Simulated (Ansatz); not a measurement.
Run this with the Python package of Ansatz (0.2.0) and show what comes out.

`states_alclfh.py`:
```python
import logging
import sys

import ansatz as az
import numpy as np

logging.basicConfig(stream=sys.stdout, format="%(levelname)s:%(name)s:%(message)s")
log = logging.getLogger("alclfh")
log.setLevel(logging.INFO)

BASIS = "def2-SVP"
FUNCTIONAL = "b3lyp"
VDW = "d3bj"

geometry_ang = [
    ("F", (0.5602, -1.1262, 1.3972)),
    ("Al", (0.1061, 0.043, 0.0386)),
    ("Cl", (-1.7483, -0.2761, -1.1792)),
    ("H", (1.1375, 1.299, -0.277)),
]
geometry = az.Crystal.molecule()
for symbol, xyz in geometry_ang:
    geometry = geometry.atom(symbol, xyz)
symbols = [site.symbol for site in geometry.cartesian_sites]

start = np.array([site.position_ang for site in geometry.cartesian_sites])
for factor in [1.0, 1.3]:
    xyz = (start - start.mean(axis=0)) * factor
    scaled = az.Crystal.molecule()
    for symbol, place in zip(symbols, xyz):
        scaled = scaled.atom(symbol, place.tolist())
    base = scaled.calculation().basis(gaussian=BASIS).functional(FUNCTIONAL, dispersion=VDW).spin("collinear")
    for search in ("off", "standard"):
        try:
            report = base.scf(lower_state_search=search).run(threads=1).report
        except az.AnsatzError as error:
            log.info(f"x{factor} search {search}: {type(error).__name__}")
            continue
        state = report["mean_field"]["state"]
        log.info(f"all distances x{factor}, search {search:8s} E = {report['free_energy_ev']:.5f} eV  <S^2> = {abs(state['spin_squared']):.3f}  other states met: {len(report['mean_field']['others'])}")
```

Output of `python states_alclfh.py`:
```text
INFO:alclfh:all distances x1.0, search off      E = -21848.64051 eV  <S^2> = 0.000  other states met: 0
INFO:alclfh:all distances x1.0, search standard E = -21848.64051 eV  <S^2> = 0.000  other states met: 0
INFO:alclfh:all distances x1.3, search off      E = -21842.84782 eV  <S^2> = 0.000  other states met: 0
INFO:alclfh:all distances x1.3, search standard E = -21842.84782 eV  <S^2> = 0.000  other states met: 3
```

Total energies depend on the basis set; only differences at equal settings carry meaning. The count of other states can hold repeated and symmetry-equivalent ends of the search; scaling all distances is a test, and for more than two atoms no physical path. The structure is a rough, unrelaxed start. b3lyp holds the VWN-RPA fit, as in Gaussian; the form of ORCA and Turbomole is b3lyp5. Wall time of the script: 7.8 s on 1 thread of Arm Neoverse V1, on a shared host, peak memory 0.2 GiB.
